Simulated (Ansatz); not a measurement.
# AlH2+ (triplet): wave-function methods side by side at angle H2–Al1–H3 = 70.5°, aug-cc-pVTZ

One table from this session's results is given with a row withheld; the runs are named, their logs left out.

Method: aug-cc-pVTZ, core rule «outside noble gas», up to 5 orbitals frozen; program: Ansatz 0.2.0, Gaussian basis.

To be run: UHF; CCSD(T) on ROHF; CCSD(T) on UHF; BCCD(T) on ROHF; CCSDT(Q) on ROHF; CCSDT(Q) on UHF; CASSCF and NEVPT2, 4 electrons in 6 orbitals; Full CI.

14 further runs of the same task are left out: 9 that didn't finish, 5 set aside as unsound or not needed.

## The system

The geometry derives from a PBE0/def2-TZVP stationary point (not a proven minimum). One angle is set to the value named; bond lengths are kept.

3 atoms, charge 1, spin multiplicity 3.

Atoms are counted from 1 here; the program's logs count them from 0.

Bond lengths: Al1–H2 1.722 Å, Al1–H3 1.722 Å. Angles: H2–Al1–H3 70.5°.

Set-up of the first run:

The input, in.yaml:

```yaml
crystal:
  periodic: [false, false, false]
  atoms:
    - {symbol: Al, position_ang: [0.000000, 0.000000, -0.097774]}
    - {symbol: H, position_ang: [0.000000, 0.993964, 1.308653]}
    - {symbol: H, position_ang: [0.000000, -0.993964, 1.308653]}
basis:
  gaussian: {orbitals: aug-cc-pVTZ}
total_charge: 1
magnetization: {spin_polarized: true, initial_magnetization: 2}
hamiltonian: {xc: hf}
output: {orbitals: {seedname: orbitals}}
```

Command:

```sh
ansatz run in.yaml --threads 1 --pin off --events-out ev --progress --plain --max-ram 2393MiB
```

Among the steps run: UHF; CCSD(T) on ROHF; CCSD(T) on UHF; BCCD(T) on ROHF; CCSDT(Q) on ROHF; CCSDT(Q) on UHF; CASSCF and NEVPT2, 4 electrons in 6 orbitals; Full CI.

One of the session's tables, all rows but one given; the rest of the session is left out.

| method | from FCI (kcal/mol) |
| --- | --- |
| ROHF | ? |
| UHF | +37.63 |
| RMP2 | +10.73 |
| UMP2 | +11.49 |
| RCCSD | +1.28 |
| UCCSD | +1.08 |
| RCCSD(T) | +0.31 |
| UCCSD(T) | +0.28 |
| BCCD(T) | +0.32 |
| RCCSDT | +0.01 |
| UCCSDT | -0.02 |
| RCCSDT(Q) | 0.00 |
| UCCSDT(Q) | -0.03 |
| CASSCF valence | +19.84 |
| NEVPT2 valence | +5.50 |
| FCI | 0 |

**Question.** Estimate the row for ROHF.

The run gave: from FCI (kcal/mol): +44.99. In the column «from FCI (kcal/mol)» it is the highest.

Caveats from the session: Levels on UHF freeze UHF's core orbitals, full CI those of ROHF, so the U rows can settle a little off it for that reason alone. Restricted and unrestricted rows rest on different reference determinants; where their highest levels disagree by more than a few hundredths of an eV, they describe different states and don't form one ladder.
